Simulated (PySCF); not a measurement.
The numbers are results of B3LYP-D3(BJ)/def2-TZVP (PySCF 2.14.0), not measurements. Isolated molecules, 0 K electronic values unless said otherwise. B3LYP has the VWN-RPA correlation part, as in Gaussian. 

Reference species (SMILES): `C=O` (neutral, multiplicity 1).

HOMO: -7.61 eV
S1 oscillator strength: 0.000

Changed species: `CC#CC=O` (X = propynyl; the reference has X = H).

Question: Predict the effect on the HOMO and S1 oscillator strength.

Answer: the HOMO rises by 0.04 eV, to -7.57 eV; the S1 oscillator strength hardly moves.
